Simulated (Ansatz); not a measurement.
1T (CdI2-type) TaSe2 (undistorted form, which takes a superstructure on cooling), treated with LDA (plane waves, PAW; Ansatz, a quantum-chemistry and plane-wave program).

Run with plane-wave cutoff 520 eV, 18×18×10 k mesh (along the axes of the cell as run), Fermi–Dirac smearing 0.05 eV, scalar-relativistic PAW data made under PBE.

Response to compression and expansion:

Shape and atoms are relaxed at each volume.

```json
[
 {"V (Å³/atom)": "19.596", "P (GPa)": "2.24", "c (Å)": "5.952", "a (Å)": "3.377"},
 {"V (Å³/atom)": "20.004", "P (GPa)": "1.00", "c (Å)": "6.024", "a (Å)": "3.392"},
 {"V (Å³/atom)": "20.413", "P (GPa)": "0.00", "c (Å)": "6.102", "a (Å)": "3.404"},
 {"V (Å³/atom)": "20.821", "P (GPa)": "-0.77", "c (Å)": "6.187", "a (Å)": "3.414"},
 {"V (Å³/atom)": "21.229", "P (GPa)": "-1.33", "c (Å)": "6.278", "a (Å)": "3.422"}
]
```

Note: the relaxation could not lower the start's symmetry, so the cell can be a saddle point above a distorted one; the bulk modulus comes from volumes at which shape and atoms were relaxed.
